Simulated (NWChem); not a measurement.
System: hydrogen sulfide (H$_{2}$S); SMILES S

The following NWChem deck was run.

```
start job
memory heap 200 mb stack 900 mb global 1100 mb
geometry units angstroms noautosym nocenter noautoz
  S      0.000000     0.000000     0.113581
  H      0.971478     0.000000    -0.822416
  H     -0.971478     0.000000    -0.822416
end
basis spherical
  S library sto-3g
  H library sto-3g
end
dft
  xc m06-2x
  iterations 150
end
cosmo
  do_cosmo_smd true
  solvent water
end
task dft energy
```

Excerpt of the output:

```
             Northwest Computational Chemistry Package (NWChem) 7.3.0
             --------------------------------------------------------

                             Geometry "geometry" -> ""
                             -------------------------

 Output coordinates in angstroms (scale by  1.889725989 to convert to a.u.)

  No.       Tag          Charge          X              Y              Z
 ---- ---------------- ---------- -------------- -------------- --------------
    1 S                   16.0000     0.00000000     0.00000000     0.11358100
    2 H                    1.0000     0.97147800     0.00000000    -0.82241600
    3 H                    1.0000    -0.97147800     0.00000000    -0.82241600

 Effective nuclear repulsion energy (a.u.)      12.8249127440

                                 NWChem DFT Module
                                 -----------------

 Summary of "ao basis" -> "ao basis" (spherical)
 ------------------------------------------------------------------------------
       Tag                 Description            Shells   Functions and Types
 ---------------- ------------------------------  ------  ---------------------
 S                           sto-3g                  5        9   3s2p
 H                           sto-3g                  1        1   1s

 in cosmo_initialize ...
 calling solv_data for solv:h2o

 solvent parameters
 solvname_short: h2o
 solvname_long:  water
 dielec:       78.4000
 dielecinf:     1.7769
 aqueous SMD model solvent descriptors
 dielec:       78.4000
 sola:          0.8200

          ---------------
          -cosmo- solvent
          ---------------
 Cosmo: York-Karplus, doi: 10.1021/jp992097l
 dielectric constant -eps-     =  78.40
 screen = (eps-1)/(eps    )    =   0.98724
 surface charge correction     = lagrangian

   van der Waals surface
 --------------------------

 ---------- ATOMIC COORDINATES (A.U.) ------------ VDWR(ANG.) --
     1    0.00000000    0.00000000    0.21463697     2.490
     2    1.83582722    0.00000000   -1.55414089     1.200
     3   -1.83582722    0.00000000   -1.55414089     1.200
 number of segments per atom =        128
 number of   points per atom =        128
 atom (   nspa,  nppa )
 ----------------------
    1 (    128,     0 )       0
    2 (     22,     0 )       0
    3 (     22,     0 )       0
 number of -cosmo- surface points =      172
 molecular surface =     79.259 angstrom**2
 molecular volume  =     64.844 angstrom**3
 -lineq- algorithm             =   0
 -bem- low  level              =   3
 -bem- from -octahedral-
 gaussian surface charge width =   4.50000
 degree of switching           =   1.00000
 switching function tolerance  =   0.00010
 atomic radii =
 --------------
    1 16.000  2.490
    2  1.000  1.200
    3  1.000  1.200
 ...... end of -cosmo- initialization ......

 nat:                     3
 ixmem:                   608
 calling mnsol_interface()
 G(SMD-CDS) energy (kcal/mol)  =     1.017
 SMD-CDS SASA (angstrom**2)    =    70.749

            General Information
            -------------------
          SCF calculation type: DFT
          Wavefunction type:  closed shell.
          No. of atoms     :     3
          No. of electrons :    18
           Alpha electrons :     9
            Beta electrons :     9
          Charge           :     0
          Spin multiplicity:     1
          Use of symmetry is: off; symmetry adaption is: off
          Maximum number of iterations: 150
          AO basis - number of functions:    11
                     number of shells:     7
          Convergence on energy requested:  1.00D-06
          Convergence on density requested:  1.00D-05
          Convergence on gradient requested:  5.00D-04

              XC Information
              --------------
                       M06-2X Method XC Functional
                     Hartree-Fock (Exact) Exchange  0.540
                        M06-2X Exchange Functional  1.000
                      M06-2X Correlation Potential  1.000

             Grid Information
             ----------------
          Grid used for XC integration:  medium
          Radial quadrature: Mura-Knowles
          Angular quadrature: Lebedev.
          Tag              B.-S. Rad. Rad. Pts. Rad. Cut. Ang. Pts.
          ---              ---------- --------- --------- ---------
          S                   1.00       88           6.0       590
          H                   0.35       45           7.0       434
          Grid pruning is: on
          Number of quadrature shells:   178
          Spatial weights used:  Erf1

      Superposition of Atomic Density Guess
      -------------------------------------

 Sum of atomic energies:        -394.04531327

      Non-variational initial energy
      ------------------------------

 Total energy =    -393.902147
 1-e energy   =    -574.491036
 2-e energy   =     167.763976
 HOMO         =      -0.125214
 LUMO         =       0.384854

   convergence    iter        energy       DeltaE   RMS-Dens  Diis-err
 ---------------- ----- ----------------- --------- --------- ---------
     COSMO gas phase
 d= 0,ls=0.0,diis     1   -394.9386060882 -4.08D+02  4.97D-02  9.10D-02
 d= 0,ls=0.0,diis     2   -394.9549281448 -1.63D-02  1.29D-02  1.02D-02
 d= 0,ls=0.0,diis     3   -394.9572131364 -2.28D-03  6.77D-04  2.22D-05
 d= 0,ls=0.0,diis     4   -394.9572186304 -5.49D-06  1.59D-05  2.44D-08
 d= 0,ls=0.0,diis     5   -394.9572186349 -4.59D-09  1.44D-07  1.56D-12

   convergence    iter        energy       DeltaE   RMS-Dens  Diis-err
 ---------------- ----- ----------------- --------- --------- ---------
     COSMO solvation phase
 d= 0,ls=0.0,diis     1   -394.9569650334  2.54D-04  3.77D-03  3.95D-04
 d= 0,ls=0.0,diis     2   -394.9570673446 -1.02D-04  6.91D-04  3.29D-05
 d= 0,ls=0.0,diis     3   -394.9570749853 -7.64D-06  5.21D-05  4.67D-08
 d= 0,ls=0.0,diis     4   -394.9570750020 -1.68D-08  6.38D-06  5.64D-10

         Total DFT energy =     -394.957075002011
      One electron energy =     -573.804354370110
           Coulomb energy =      192.598601808792
    Exchange-Corr. energy =      -26.558321202042
 Nuclear repulsion energy =       12.824912743995

             COSMO energy =       -0.017913982647

 Numeric. integr. density =       18.000000109063

                                COSMO-SMD solvation results
                                ---------------------------

             internal energy in gas <Psi(g)|H|Psi(g)> =      -394.957218634939
         internal energy in solvent <Psi(s)|H|Psi(s)> =      -394.957098808024
                               delta internal energy  =         0.000119826915 (    0.08 kcal/mol)
   total free energy in solvent <Psi(s)|H+V/2|Psi(s)> =      -394.958695262141
 polarization energy contribution <Psi(s)|V/2|Psi(s)> =        -0.001596454117 (   -1.00 kcal/mol)
    total free energy in solvent including G(SMD-CDS) =      -394.957075002011
                       G(SMD-CDS) energy contribution =         0.001620260130 (    1.02 kcal/mol)
     1 M fixed-concentration free energy of solvation =         0.000143632928 (    0.09 kcal/mol)

                       DFT Final Molecular Orbital Analysis
                       ------------------------------------

 Vector    7  Occ=2.000000D+00  E=-4.175935D-01
              MO Center=  5.8D-10,  3.5D-19, -4.1D-01, r^2= 1.5D+00
   Bfn.  Coefficient  Atom+Function         Bfn.  Coefficient  Atom+Function
  ----- ------------  ---------------      ----- ------------  ---------------
     7      0.559213  1 S  px                10      0.471259  2 H  s
    11     -0.471259  3 H  s                  3     -0.200389  1 S  px

 Vector    8  Occ=2.000000D+00  E=-3.114071D-01
              MO Center= -1.0D-09,  1.4D-09,  2.0D-01, r^2= 1.3D+00
   Bfn.  Coefficient  Atom+Function         Bfn.  Coefficient  Atom+Function
  ----- ------------  ---------------      ----- ------------  ---------------
     9      0.675554  1 S  pz                 6      0.628903  1 S  s
    10     -0.338011  2 H  s                 11     -0.338011  3 H  s
     5     -0.226955  1 S  pz                 2     -0.149445  1 S  s
     1      0.047504  1 S  s

 Vector    9  Occ=2.000000D+00  E=-1.887176D-01
              MO Center=  4.3D-18, -1.8D-09,  1.1D-01, r^2= 9.7D-01
   Bfn.  Coefficient  Atom+Function         Bfn.  Coefficient  Atom+Function
  ----- ------------  ---------------      ----- ------------  ---------------
     8      1.033477  1 S  py                 4     -0.317636  1 S  py

 Vector   10  Occ=0.000000D+00  E= 3.132744D-01
              MO Center=  8.0D-09,  1.8D-18, -2.8D-01, r^2= 1.6D+00
   Bfn.  Coefficient  Atom+Function         Bfn.  Coefficient  Atom+Function
  ----- ------------  ---------------      ----- ------------  ---------------
     7      1.035023  1 S  px                10     -0.723950  2 H  s
    11      0.723950  3 H  s                  3     -0.279477  1 S  px

 Vector   11  Occ=0.000000D+00  E= 3.710566D-01
              MO Center= -7.4D-09,  7.7D-11, -5.5D-01, r^2= 1.4D+00
   Bfn.  Coefficient  Atom+Function         Bfn.  Coefficient  Atom+Function
  ----- ------------  ---------------      ----- ------------  ---------------
     9      0.949221  1 S  pz                10      0.796847  2 H  s
    11      0.796847  3 H  s                  6     -0.746998  1 S  s
     5     -0.250375  1 S  pz                 2      0.119417  1 S  s
     1     -0.042403  1 S  s

     Multipole analysis of the density
     ---------------------------------

     L   x y z        total         alpha         beta         nuclear
     -   - - -        -----         -----         ----         -------
     0   0 0 0     -0.000000     -9.000000     -9.000000     18.000000

     1   1 0 0      0.000000      0.000000      0.000000      0.000000
     1   0 1 0      0.000000      0.000000      0.000000      0.000000
     1   0 0 1     -0.445288     -0.385599     -0.385599      0.325910

     2   2 0 0     -8.359097     -7.549810     -7.549810      6.740523
     2   1 1 0      0.000000      0.000000      0.000000      0.000000
     2   1 0 1     -0.000000     -0.000000     -0.000000      0.000000
     2   0 2 0     -9.835160     -4.917580     -4.917580      0.000000
     2   0 1 1     -0.000000     -0.000000     -0.000000      0.000000
     2   0 0 2     -8.878510     -7.223161     -7.223161      5.567812
```

Level: M06-2X/STO-3G, SMD on the gas-phase geometry. Coordinates come from a PBE0/def2-SVP optimisation. Solvent: water.
